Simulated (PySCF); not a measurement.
## Neon: a sound run and one with changed settings

Sound run: Ne [Ne], Ne⁺ [He] 2s2 2p5. Computed with PySCF 2.14 in cc-pVDZ (3s2p1d, 14 functions), with no relativity, point nucleus. The sound run starts from symmetry-adapted Hartree-Fock orbitals and uses a fine grid where one is needed.

Changed run: radial step 0.3 in ln r (0.13 in the sound run). This setting is unsound on purpose.

```json
{"species": "Ne", "method": "UHF", "sound run (hartree)": "-128.48878", "changed run (hartree)": "-128.48878", "converged": "yes"}
{"species": "Ne", "method": "MN15", "sound run (hartree)": "-128.82549", "changed run (hartree)": "-128.82638", "converged": "yes"}
{"species": "Ne", "method": "PBE0", "sound run (hartree)": "-128.80510", "changed run (hartree)": "-128.80537", "converged": "yes"}
{"species": "Ne⁺", "method": "UHF", "sound run (hartree)": "-127.76598", "changed run (hartree)": "-127.76598", "converged": "yes"}
{"species": "Ne⁺", "method": "MN15", "sound run (hartree)": "-128.04287", "changed run (hartree)": "-128.04343", "converged": "yes"}
{"species": "Ne⁺", "method": "PBE0", "sound run (hartree)": "-128.02752", "changed run (hartree)": "-128.02772", "converged": "yes"}
```

Ionisation energy of Ne:

```csv
method,sound run (eV),changed run (eV)
UHF,19.668,19.668
MN15,21.296,21.305
PBE0,21.159,21.161
```

A coarse radial grid mis-integrates the density and the exchange-correlation energy, with errors of either sign; Hartree-Fock needs no grid.

For comparison, NIST gives 21.565 eV between the lowest levels.
